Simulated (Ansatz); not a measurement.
C2H5FO, SMILES `COCF` at its PBE0-D4/def2-TZVP geometry, where that method's forces vanish. Total charge 0; spin multiplicity 1.

```tsv
atom	x (Å)	y (Å)	z (Å)
C1	-0.080	1.167	0.095
O2	-0.812	-0.042	0.099
C3	-0.053	-1.149	-0.136
F4	0.785	-1.422	0.931
H5	0.477	1.282	-0.844
H6	-0.803	1.976	0.183
H7	0.618	1.211	0.935
H8	0.598	-1.026	-1.013
H9	-0.731	-1.997	-0.250
```

(1) For each bond, give half the difference of the two atoms' forces along it (eV/Å; positive pushes the atoms apart) under PBE-D4, r2SCAN-D4, B3LYP-D4, ωB97M-V in def2-TZVPP. (Estimate.)

Answers

(1) The calculation gave: 
```json
{"bond": "C1–O2", "length (Å)": "1.414", "PBE-D4": "0.30", "r2SCAN-D4": "0.29", "B3LYP-D4": "0.28", "ωB97M-V": "0.21"}
{"bond": "C1–H5", "length (Å)": "1.097", "PBE-D4": "0.08", "r2SCAN-D4": "-0.06", "B3LYP-D4": "-0.07", "ωB97M-V": "-0.10"}
{"bond": "C1–H6", "length (Å)": "1.089", "PBE-D4": "0.07", "r2SCAN-D4": "-0.06", "B3LYP-D4": "-0.13", "ωB97M-V": "-0.09"}
{"bond": "C1–H7", "length (Å)": "1.093", "PBE-D4": "0.07", "r2SCAN-D4": "-0.07", "B3LYP-D4": "-0.09", "ωB97M-V": "-0.11"}
{"bond": "O2–C3", "length (Å)": "1.362", "PBE-D4": "0.26", "r2SCAN-D4": "0.16", "B3LYP-D4": "0.17", "ωB97M-V": "0.18"}
{"bond": "C3–F4", "length (Å)": "1.384", "PBE-D4": "0.57", "r2SCAN-D4": "0.34", "B3LYP-D4": "0.39", "ωB97M-V": "0.21"}
{"bond": "C3–H8", "length (Å)": "1.099", "PBE-D4": "0.04", "r2SCAN-D4": "-0.10", "B3LYP-D4": "-0.14", "ωB97M-V": "-0.16"}
{"bond": "C3–H9", "length (Å)": "1.091", "PBE-D4": "0.03", "r2SCAN-D4": "-0.11", "B3LYP-D4": "-0.21", "ωB97M-V": "-0.17"}
```

B3LYP here is the variant with VWN-RPA as its local correlation; programs differ in this.

Results of the Gaussian-basis code of Ansatz.
